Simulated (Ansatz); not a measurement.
Geometry optimisation, UKS revPBE-D4/def2-SVP (Ansatz 0.2.0).

The input (input.yaml):

```yaml
crystal:
  periodic: [false, false, false]
  atoms:
    - { symbol: Li, position_ang: [-2.2234, 0.4502, -0.4728] }
    - { symbol: C, position_ang: [-0.3621, 0.0686, -0.0789] }
    - { symbol: C, position_ang: [0.7612, -0.1821, 0.153] }
    - { symbol: H, position_ang: [0.23919, 0.88842, 0.31411] }
magnetization:
  spin_polarized: true
basis:
  gaussian: { orbitals: def2-SVP }
hamiltonian:
  xc: revpbe
  dispersion: d4
relax:
  f_tol: 0.02
  max_steps: 50
```

Run as:

```bash
$ ansatz run input.yaml --threads 1 --pin off --max-ram 2048MiB --backend cpu --events-out ev --progress --plain --runs-dir out
```

Where does it end, and by what steps?

It converged. After 6 steps the energy has fallen by 0.899 eV; H4 moved furthest, 0.16 Å. The start is strongly strained (largest force component 13 eV/Å).

```json
{"step": "0", "energy less start (eV)": "0.0000", "largest force component (eV/Å)": "12.622", "accepted": "yes"}
{"step": "1", "energy less start (eV)": "-0.7965", "largest force component (eV/Å)": "2.079", "accepted": "yes"}
{"step": "2", "energy less start (eV)": "-0.8892", "largest force component (eV/Å)": "0.411", "accepted": "yes"}
{"step": "3", "energy less start (eV)": "-0.8965", "largest force component (eV/Å)": "0.102", "accepted": "yes"}
{"step": "4", "energy less start (eV)": "-0.8975", "largest force component (eV/Å)": "0.037", "accepted": "yes"}
{"step": "5", "energy less start (eV)": "-0.8985", "largest force component (eV/Å)": "0.061", "accepted": "yes"}
{"step": "6", "energy less start (eV)": "-0.8989", "largest force component (eV/Å)": "0.016", "accepted": "yes"}
```

```xyz
4
Properties=species:S:1:pos:R:3
Li -2.288 0.383 -0.509
C -0.428 0.143 -0.076
C 0.778 -0.279 0.130
H 0.353 0.978 0.370
```

Whether the end is a true minimum wasn't checked by a vibrational analysis.

Run time: 9.4 s on 1 thread of Arm Neoverse V2, with other jobs on the host, peak memory 0.12 GiB.
